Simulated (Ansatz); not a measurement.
# C₃H₂Cl+ (SMILES Clc1c[cH+]1): single points off equilibrium

The task here is to estimate one member of a computed series from the others.

Program: Ansatz 0.2.0, Gaussian basis. Level of theory: single points in def2-TZVPP. These are calculated values, not measurements.

Correlated methods freeze the cores.

## The system as given

6 atoms, charge 1, spin multiplicity 1.

Atoms are counted from 1 here; the program's logs count them from 0.

Bond lengths: Cl1–C2 1.523 Å, C2–C3 1.424 Å, C2–C4 1.373 Å, C3–C4 1.379 Å, C3–H5 1.091 Å, C4–H6 1.193 Å. Angles: Cl1–C2–C3 151.7°, Cl1–C2–C4 148.1°, C3–C2–C4 59.0°, C2–C3–C4 58.6°, C2–C3–H5 153.0°, C4–C3–H5 145.5°, C2–C4–C3 62.3°, C2–C4–H6 152.9°, C3–C4–H6 143.8°.

As a file:

```xyz
6

Cl   -1.7517    0.2150    1.4870
C    -0.5675    0.0642    0.5417
C     0.5100   -0.6864   -0.0086
C     0.0765    0.4830   -0.5964
H     1.3196   -1.4144    0.0543
H     0.3320    1.2915   -1.4354
```

The first run:

run/in.yaml reads:

```yaml
crystal:
  periodic: [false, false, false]
  atoms:
    - {symbol: Cl, position_ang: [-1.751700, 0.215000, 1.487000]}
    - {symbol: C, position_ang: [-0.567500, 0.064200, 0.541700]}
    - {symbol: C, position_ang: [0.510000, -0.686400, -0.008600]}
    - {symbol: C, position_ang: [0.076500, 0.483000, -0.596400]}
    - {symbol: H, position_ang: [1.319600, -1.414400, 0.054300]}
    - {symbol: H, position_ang: [0.332000, 1.291500, -1.435400]}
basis:
  gaussian: {orbitals: def2-TZVPP}
total_charge: 1
correlation: {method: ccsd_t}
output: {forces: true}
```

The command line of these runs was not kept.

Steps of the session up to this table: CCSD(T)/def2-TZVPP; PBE0-D4/def2-TZVPP; wB97M-V/def2-TZVPP; r2SCAN-D4/def2-TZVPP; PBE-D4/def2-TZVPP; SPW92/def2-TZVPP; HSE06-D4/def2-TZVPP.

One table of the session follows, with a row left open; its other results are not shown here.

```
   method  RMS force component (eV/Å)  angle to CCSD(T) forces (°)
  CCSD(T)                       2.113                    reference
  PBE0-D4                       2.076                          8.9
  wB97M-V                       2.176                          8.1
r2SCAN-D4                       2.023                          6.4
   PBE-D4                           ?                            ?
    SPW92                       1.860                         11.5
 HSE06-D4                       2.070                          8.7
```

Estimate the missing values for PBE-D4.

As computed: RMS force component (eV/Å): 1.956; angle to CCSD(T) forces (°): 3.5. In the column «RMS force component (eV/Å)» it lies between SPW92 (1.860) and r2SCAN-D4 (2.023).
